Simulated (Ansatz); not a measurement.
## Ansatz (development build ahead of 0.2.0) run

```yaml
crystal:
  periodic: [false, false, false]
  atoms:
    - { symbol: B, position_ang: [0.00694, 0.00097, -0.90837] }
    - { symbol: "N", position_ang: [0.00398, 0.0045, 0.72754] }
    - { symbol: H, position_ang: [0.0094, -1.17849, -1.23891] }
    - { symbol: H, position_ang: [-1.02108, 0.58999, -1.25175] }
    - { symbol: H, position_ang: [1.02621, 0.58323, -1.23583] }
    - { symbol: H, position_ang: [-0.00328, 0.94837, 1.07977] }
    - { symbol: H, position_ang: [-0.82862, -0.47259, 1.08044] }
    - { symbol: H, position_ang: [0.83072, -0.47187, 1.09499] }
basis:
  gaussian: { orbitals: cc-pVDZ }
hamiltonian:
  xc: hf
correlation:
  method: mp2
  frozen_orbitals: { B: 1, H: 0, "N": 1 }
```

The input is written out in the form of the current development build from the run's settings.

Results

```yaml
Converged: yes
Reference_energy: -82.62340 hartree
Correlation_energy: -0.29841 hartree
Total_energy: -82.92181 hartree
Spin_squared_of_the_determinant: 0.000
```
